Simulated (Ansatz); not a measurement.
We consider BiOCl (P4/nmm, No. 129), described by HSE06 (plane waves, PAW; Ansatz, a first-principles code).

Numerical settings: plane-wave cutoff 500 eV, 6×6×4 k mesh (along the axes of the cell as run), gaussian smearing 0.02 eV, scalar-relativistic PAW data made under PBE.

Cell (relaxed with r²SCAN):

Space group P4/nmm, origin choice 1 (No. 129); a = b = 3.894 Å, c = 7.580 Å, α = β = γ = 90.00°

```
atom  site  symmetry       x       y       z
----  ----  --------  ------  ------  ------
Bi      2c       4mm  0.5000  0.0000  0.3343
Cl      2c       4mm  0.0000  0.5000  0.1554
O       2b      -4m2  0.5000  0.5000  0.5000
```

Question: Predict the band gap.

Answer: 
* **band gap**: 3.63 eV (on the SCF k mesh)

Note: cell and atoms aren't relaxed at this level (largest force component 0.22 eV/Å, pressure -0.8 GPa).

Spin–orbit coupling is not included; with these elements it can move the gap by several tenths of an eV or more.

Static lattice: no zero-point or thermal effects.
